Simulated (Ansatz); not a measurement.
# AlH₄ (doublet): wave-function methods side by side at distance Al1–H4 along a hydrogen transfer = 1.761 Å, cc-pVDZ

Aim: climb from Hartree-Fock through coupled cluster and multireference methods for AlH₄ (doublet) at one geometry and basis, and see what each rung misses.

Computed with Ansatz 0.2.0, Gaussian basis. Level: cc-pVDZ, core rule «outside noble gas», up to 5 orbitals frozen.

Plan: UHF; CCSD(T) on ROHF; CCSD(T) on UHF; BCCD(T) on ROHF; CISD; CCSDT(Q) on ROHF; CCSDT(Q) on UHF; CCSDTQ on ROHF; CCSDTQ on UHF; CASSCF and MRCISD+Q, 3 electrons in 3 orbitals; CASSCF and NEVPT2, 3 electrons in 3 orbitals; CASSCF and MRCISD+Q, 7 electrons in 8 orbitals; CASSCF and NEVPT2, 7 electrons in 8 orbitals; Full CI.

8 further runs of the same task are left out: 8 for a known fault of the program.

**1. The geometry**

The geometry derives from fragments relaxed apart (PBE0/def2-TZVP) and kept rigid, so it is no stationary point. A hydrogen atom is moved between rigid fragments.

5 atoms, charge 0, spin multiplicity 2.

Atoms are counted from 1 here; the program's logs count them from 0.

Bond lengths: Al1–H2 1.586 Å, Al1–H3 1.586 Å, Al1–H4 1.761 Å. Angles: H2–Al1–H3 120.0°, H2–Al1–H4 120.0°, H3–Al1–H4 120.0°.

**2. UHF**

File in.yaml:

```yaml
crystal:
  periodic: [false, false, false]
  atoms:
    - {symbol: Al, position_ang: [-0.091428, 0.000000, 0.000000]}
    - {symbol: H, position_ang: [-0.884352, 1.373384, 0.000000]}
    - {symbol: H, position_ang: [-0.884352, -1.373384, 0.000000]}
    - {symbol: H, position_ang: [1.669572, 0.000000, 0.000000]}
    - {symbol: H, position_ang: [2.546572, 0.000000, 0.000000]}
basis:
  gaussian: {orbitals: cc-pVDZ}
magnetization: {spin_polarized: true, initial_magnetization: 1}
hamiltonian: {xc: hf}
output: {orbitals: {seedname: orbitals}}
```

Started as:

```
$ ansatz run in.yaml --threads 1 --pin off --events-out ev --progress --plain --max-ram 2816MiB --backend cpu
```

The runs that follow: CCSD(T) on ROHF; CCSD(T) on UHF; BCCD(T) on ROHF; CISD; CCSDT(Q) on ROHF; CCSDT(Q) on UHF; CCSDTQ on ROHF; CCSDTQ on UHF; CASSCF and MRCISD+Q, 3 electrons in 3 orbitals; CASSCF and NEVPT2, 3 electrons in 3 orbitals; CASSCF and MRCISD+Q, 7 electrons in 8 orbitals; CASSCF and NEVPT2, 7 electrons in 8 orbitals; Full CI.

**Question.** What will the summary of the whole plan be? Wanted: FCI below the RHF energy; RMP2 from FCI; UMP2 from FCI; RCCSD from FCI; RCCSD(T) from FCI; UCCSD(T) from FCI; RCCSDT(Q) from FCI; UCCSDT(Q) from FCI; NEVPT2 pair from FCI.

**Answer**, as computed:

| quantity | value |
| --- | --- |
| FCI below the RHF energy | -3.3945 eV |
| RMP2 from FCI | +837.8 meV |
| UMP2 from FCI | +847.8 meV |
| RCCSD from FCI | +65.1 meV |
| RCCSD(T) from FCI | +17.7 meV |
| UCCSD(T) from FCI | +18.2 meV |
| RCCSDT(Q) from FCI | +0.4 meV |
| UCCSDT(Q) from FCI | +0.2 meV |
| NEVPT2 pair from FCI | +792.8 meV |
| MRCISD+Q pair from FCI | -12.2 meV |
| NEVPT2 valence from FCI | +639.6 meV |
| levels within 1 kcal/mol (43 meV) | RCCSD(T), UCCSD(T), BCCD(T), RCCSDT, UCCSDT, RCCSDT(Q), UCCSDT(Q), RCCSDTQ, UCCSDTQ, MRCISD+Q pair, MRCISD+Q valence |
| T1 diagnostic | 0.021 |
| effectively unpaired electrons | 1.04 |

**Reading.** RCCSD(T) lands +17.7 meV from the yardstick (0.5 % of the correlation energy). MRCISD+Q pair falls below full CI: the +Q correction isn't variational, and the cores differ from full CI's. One determinant dominates. Of the multireference levels listed MRCISD+Q valence comes nearest in total energy (+7.0 meV), which doesn't show that its space is the better one. These misses are within one basis, not against nature; the frozen cores of restricted and unrestricted runs differ, which can shift their rows.
